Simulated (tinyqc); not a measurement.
Inside a calculation (part 2 of 2). Method: RHF in the sto-6g basis, for H2O, spin multiplicity 1. Computed by tinyqc, a small Python program that keeps every step (integrals from PySCF). Command: `OMP_NUM_THREADS=1 python tinyqc.py 30894 30895 out.jsonl` (the two numbers bound the seeds that draw the settings). One thread of a shared host (Intel(R) Xeon(R) Processor @ 2.60GHz), about 0.1 s of CPU time with the checks.

Geometry (angstrom):
```
atom        x         y        z
O     0.00000   0.00000  0.00000
H     0.00000   0.91000  0.64600
H     0.00000  -0.91000  0.64600
```

## Iteration 8 (converged): orbitals

converged F (hartree):
```
            1O 1s     1O 2s    1O 2px    1O 2py    1O 2pz     2H 1s     3H 1s
1O 1s   -20.51650  -4.96321   0.00000   0.00000  -0.02446  -0.83314  -0.83314
1O 2s    -4.96321  -2.30035   0.00000   0.00000  -0.06650  -0.77234  -0.77234
1O 2px    0.00000   0.00000  -0.38918   0.00000   0.00000   0.00000   0.00000
1O 2py    0.00000   0.00000   0.00000  -0.23313   0.00000  -0.36193   0.36193
1O 2pz   -0.02446  -0.06650   0.00000   0.00000  -0.27282  -0.30444  -0.30444
2H 1s    -0.83314  -0.77234   0.00000  -0.36193  -0.30444  -0.40297  -0.22337
3H 1s    -0.83314  -0.77234   0.00000   0.36193  -0.30444  -0.22337  -0.40297
```

X:
```
           1O 1s     1O 2s   1O 2px    1O 2py    1O 2pz     2H 1s     3H 1s
1O 1s    1.02231  -0.13230  0.00000   0.00000  -0.00631   0.01724   0.01724
1O 2s   -0.13230   1.15149  0.00000   0.00000   0.06523  -0.21822  -0.21822
1O 2px   0.00000   0.00000  1.00000   0.00000   0.00000   0.00000   0.00000
1O 2py   0.00000   0.00000  0.00000   1.07383   0.00000  -0.17481   0.17481
1O 2pz  -0.00631   0.06523  0.00000   0.00000   1.03257  -0.10935  -0.10935
2H 1s    0.01724  -0.21822  0.00000  -0.17481  -0.10935   1.12260  -0.05342
3H 1s    0.01724  -0.21822  0.00000   0.17481  -0.10935  -0.05342   1.12260
```

Diagonalise F' = X^T F X, C = X C', fill 5 alpha and 5 beta electrons from the bottom; D = 2 C_occ C_occ^T. Each column has its largest component positive (the first on a tie).

F' = X^T F X (hartree):
```
           1         2         3         4         5         6         7
1  -20.19176  -2.50121   0.00000   0.00000  -0.04430  -0.11237  -0.11237
2   -2.50121  -1.26997   0.00000   0.00000   0.09635  -0.39604  -0.39604
3    0.00000   0.00000  -0.38918   0.00000   0.00000   0.00000   0.00000
4    0.00000   0.00000   0.00000  -0.00803   0.00000  -0.39850   0.39850
5   -0.04430   0.09635   0.00000   0.00000  -0.16379  -0.28374  -0.28374
6   -0.11237  -0.39604   0.00000  -0.39850  -0.28374  -0.02428  -0.05927
7   -0.11237  -0.39604   0.00000   0.39850  -0.28374  -0.05927  -0.02428
```

orbital energies (hartree): MO1 -20.51945, MO2 -1.20767, MO3 -0.55050, MO4 -0.42790, MO5 -0.38918, MO6 0.44595, MO7 0.57746

coefficients C:
```
             MO1       MO2       MO3       MO4      MO5       MO6       MO7
1O 1s    0.99686  -0.22837   0.00000   0.08323  0.00000  -0.10223   0.00000
1O 2s    0.01418   0.89447   0.00000  -0.45843  0.00000   0.65764   0.00000
1O 2px   0.00000   0.00000   0.00000   0.00000  1.00000   0.00000   0.00000
1O 2py   0.00000   0.00000   0.60221   0.00000  0.00000   0.00000   0.92281
1O 2pz   0.00225   0.07868   0.00000   0.76080  0.00000   0.71372   0.00000
2H 1s   -0.00275   0.13855   0.45074   0.33022  0.00000  -0.70937  -0.72035
3H 1s   -0.00275   0.13855  -0.45074   0.33022  0.00000  -0.70937   0.72035
```

D after iteration 8:
```
           1O 1s     1O 2s   1O 2px    1O 2py    1O 2pz     2H 1s     3H 1s
1O 1s    2.10562  -0.45659  0.00000   0.00000   0.09518  -0.01380  -0.01380
1O 2s   -0.45659   2.02086  0.00000   0.00000  -0.55671  -0.05499  -0.05499
1O 2px   0.00000   0.00000  2.00000   0.00000   0.00000   0.00000   0.00000
1O 2py   0.00000   0.00000  0.00000   0.72531   0.00000   0.54288  -0.54288
1O 2pz   0.09518  -0.55671  0.00000   0.00000   1.17002   0.52426   0.52426
2H 1s   -0.01380  -0.05499  0.00000   0.54288   0.52426   0.66284  -0.14984
3H 1s   -0.01380  -0.05499  0.00000  -0.54288   0.52426  -0.14984   0.66284
```

## Convergence

Stop when the energy changes by less than 1e-08 hartree and every element of the error matrix X^T (F D S - S D F) X is below 3e-05.

Course of the cycle:
```
iteration  E (hartree)     change  largest element of the error matrix
1          -74.0215647          -                             5.48e-01
2          -75.5275813  -1.51e+00                             2.51e-01
3          -75.6391529  -1.12e-01                             6.92e-02
4          -75.6457749  -6.62e-03                             1.89e-02
5          -75.6466352  -8.60e-04                             4.07e-03
6          -75.6466890  -5.39e-05                             4.26e-04
7          -75.6466894  -3.69e-07                             4.18e-06
8          -75.6466894  -4.30e-11                             5.31e-08
```

PySCF RHF in the same basis = -75.6466894 hartree

Converged in 8 iterations.

## Populations, bond orders and dipole

overlap S:
```
          1O 1s    1O 2s   1O 2px    1O 2py   1O 2pz    2H 1s     3H 1s
1O 1s   1.00000  0.23114  0.00000   0.00000  0.00000  0.03846   0.03846
1O 2s   0.23114  1.00000  0.00000   0.00000  0.00000  0.37916   0.37916
1O 2px  0.00000  0.00000  1.00000   0.00000  0.00000  0.00000   0.00000
1O 2py  0.00000  0.00000  0.00000   1.00000  0.00000  0.27234  -0.27234
1O 2pz  0.00000  0.00000  0.00000   0.00000  1.00000  0.19333   0.19333
2H 1s   0.03846  0.37916  0.00000   0.27234  0.19333  1.00000   0.15921
3H 1s   0.03846  0.37916  0.00000  -0.27234  0.19333  0.15921   1.00000
```

Mulliken: Z minus the diagonal of D S on the atom; Loewdin: the same with S^(1/2) D S^(1/2); Mayer order: 2 sum_s sum (D(s) S)_ij (D(s) S)_ji over the two atoms.

Charges (e):
```
atom  Mulliken   Loewdin
1O    -0.26638  -0.19751
2H     0.13319   0.09875
3H     0.13319   0.09875
```

Mayer bond orders:
```
pair    order
2-1   0.96968
3-1   0.96968
3-2   0.01258
```

dipole moment about the origin, x y z (debye): 0.00000  0.00000  1.52586
